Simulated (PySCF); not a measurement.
Reproducing measurements on methylamine

**Experimental background.**

NIST CCCBDB Release 22 (SRD 101), experimental dipoles lists, for the gas: dipole moment (microwave Stark effect) 1.31 D.

NIST CCCBDB Release 22 (SRD 101), experimental polarizabilities lists, for the gas: mean polarisability 3.754 Å³.

From CORE65 (Golze, Keller, Rinke, J. Phys. Chem. Lett. 2020, 11, 1840), as tabulated in Jana, Herbert, J. Chem. Phys. 2023, 158, 094111, SI, for the gas: N 1s binding energy of N2 405.17 eV.

Jolly, The use of core electron binding energies as bench marks for the comparison of valence shell ionization potentials, LBL-11396 (1980); values from Bakke, Chen, Jolly 1980 lists, for the gas: N 1s binding energy of N2 405.17 eV.

The results are set against them at the end.

Compound: methylamine, CH₅N.
SMILES with atom numbers: `[CH3:1][NH2:2]` (hydrogens: H3, H4, H5 on C1; H6, H7 on N2)

Structure used (GFN2-xTB), in Å, numbered top down from 1:
```xyz
7
CH5N angstrom
C     -0.5718    0.0399   -0.0015
N      0.8528    0.1068    0.2753
H     -1.0635   -0.4693    0.8268
H     -0.8304   -0.4846   -0.9329
H     -0.9609    1.0559   -0.0603
H      1.2422   -0.8276    0.3448
H      1.3349    0.5839   -0.4793
```

Runs made with PySCF (gas phase, on this GFN2-xTB geometry; non-relativistic but for the core-level run):

```json
{"level": "wB97X-D/def2-SVPD", "job": "8 singlets by full TDDFT, 3 Tamm–Dancoff triplets, polarisability", "basis functions": "80", "wall time": "2.6 s"}
{"level": "delta-SCF UKS SCAN, pcX-2 on the ionised atom, pcseg-1 elsewhere, spin-free X2C", "job": "ΔSCF core ionisation, 2 holes", "basis functions": "84", "wall time": "3.2 s"}
```

Hardware: an Arm Neoverse V2 with one thread, shared host.

Results beside the measurements:

**Dipole moment.** Measured: 1.31 D (NIST CCCBDB Release 22 (SRD 101), experimental dipoles).

| level | computed (D) | computed − measured (D) | % (from the printed values) |
| --- | --- | --- | --- |
| wB97X-D/def2-SVPD | 1.34 | +0.03 | +2 |

The computed dipoles belong to one fixed geometry; measured ones are averaged over vibrations unless marked μe. Magnitudes are compared, not signs.

**Mean polarisability.** Measured: 3.754 Å³ (NIST CCCBDB Release 22 (SRD 101), experimental polarizabilities).

```csv
level,computed (Å³),computed − measured (Å³),% (from the printed values)
wB97X-D/def2-SVPD,3.650,-0.104,-3
```

The computed values are static and purely electronic, with core orbitals frozen in the response (1 au = 0.148185 Å³). The table of measured values doesn't say here whether a value is static or optical, or holds a vibrational part.

**Core binding energies.** PySCF, delta-SCF UKS SCAN, pcX-2 on the ionised atom, pcseg-1 elsewhere, spin-free X2C.

```tsv
level and atom	computed (eV)	measured (eV)	computed − measured (eV)
N 1s, N2	405.09	405.17 and 405.17	-0.08
```

Sources, in the order of the opening: CORE65 (Golze, Keller, Rinke, J. Phys. Chem. Lett. 2020, 11, 1840), as tabulated in Jana, Herbert, J. Chem. Phys. 2023, 158, 094111, SI; Jolly, The use of core electron binding energies as bench marks for the comparison of valence shell ionization potentials, LBL-11396 (1980); values from Bakke, Chen, Jolly 1980. The computed values are vertical, without vibrational structure; measured positions hang on the energy calibration. 

No measured geometry was used, and the causes of the misses weren't examined.
